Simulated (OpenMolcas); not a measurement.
**Exact exchange and the HOMO–LUMO gap of CHNS (isothiocyanic acid)**

The species is CHNS (4 atoms), meant as a singlet with charge 0. As SMILES, `N=C=S`. The coordinates come from a PBE0-D4/def2-TZVP relaxation.

The HOMO–LUMO gap y, in eV, basis def2-TZVP; a is the functional's share of exact exchange. Programs: OpenMolcas 26.06.

| functional | program | a | y (eV) |
| --- | --- | --- | --- |
| revPBE | OpenMolcas | 0 | 4.43 |
| BLYP | OpenMolcas | 0 | 4.36 |
| B3LYP | OpenMolcas | 0.2 | 6.01 |
| PBE0 | OpenMolcas | 0.25 | ? |
| BHLYP | OpenMolcas | 0.5 | 8.50 |

Problem. Fit y = c + s·a to the known rows and predict PBE0.

Solution. 
1. Means of the 4 rows: a = 0.1750, y = 5.825.
2. Σ(Δa)² = 0.1675, Σ(Δa·Δy) = 1.3745, so the slope is 1.3745/0.1675 = 8.206.
3. Intercept: 5.825 − (8.206) × 0.1750 = 4.389. The largest residual of the fit is 0.041.
4. PBE0: 4.389 + (8.206) × 0.25 = 6.44 eV.

The run gave 6.48 eV, so the prediction is off by -0.04 eV, within the scatter of the fit. Exact exchange lowers occupied levels and raises empty ones. The rows mix families of semi-local functionals, which the line can't see.
